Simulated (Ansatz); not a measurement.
Input for Ansatz (a quantum-chemistry and plane-wave program): R-wB97X-V/def2-TZVPPD on C2H4 (SMILES C=C) with ghost functions. Files ending in .json are basis or fitting sets from the Basis Set Exchange.

Ansatz 0.2 input:
```yaml
crystal:
  periodic: [false, false, false]
  atoms:
    - {symbol: H, position_ang: [-0.92396100, 1.23195600, -1.68478123]}
    - {symbol: H, position_ang: [0.92396100, 1.23195600, -1.68478123]}
    - {symbol: H, position_ang: [0.92396100, -1.23195600, -1.68478123]}
    - {symbol: H, position_ang: [-0.92396100, -1.23195600, -1.68478123]}
    - {symbol: C, position_ang: [0.00000000, 0.66717600, -1.68478123]}
    - {symbol: C, position_ang: [0.00000000, -0.66717600, -1.68478123]}
basis:
  gaussian:
    orbitals: def2-TZVPPD.json
    ghost_atoms:
      - {symbol: H, position_ang: [-0.00000000, -1.66786500, 1.81521877]}
      - {symbol: H, position_ang: [-0.00000000, 1.66786500, 1.81521877]}
      - {symbol: C, position_ang: [-0.00000000, -0.60339700, 1.81521877]}
      - {symbol: C, position_ang: [-0.00000000, 0.60339700, 1.81521877]}
hamiltonian:
  xc: {name: wB97X-V}
scf: {lower_state_search: off}
```

Task: Give the final energy of this run.

Result: -78.5901 hartree.
